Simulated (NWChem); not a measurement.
Species: C₂H₄O₂, triplet; SMILES of the neutral closed-shell parent O(C)C=O

```xyz
8

C     -0.4935    -1.3596    -0.0671
O      0.5469    -0.4979     0.3580
C      0.5869     0.7278    -0.2303
O     -0.2290     1.5758     0.3957
H     -0.4123    -1.5743    -1.1478
H     -0.3860    -2.2955     0.4969
H     -1.4860    -0.9263     0.1385
H      0.5122     0.7747    -1.3367
```
Atoms are numbered in this order, from 1.

Results from NWChem. Pople sets run with spherical d functions. Spin-unrestricted. The geometry was optimised at PBE0/def2-SVP, spin-unrestricted. This spin state was assumed; another may lie lower. No stability test was run on the SCF state. Vzz is the largest principal value of the second derivative of the potential at the nucleus (NWChem prints the opposite sign); η is the asymmetry. Non-relativistic.

Q: Estimate the computed values for UHF/6-31G*. Quantities: Vzz O2 (a.u.); η O2; Vzz O4 (a.u.); η O4.

A: 
```yaml
Vzz O2 (a.u.): 1.941
"η O2": 0.91
Vzz O4 (a.u.): -2.174
"η O4": 0.86
```
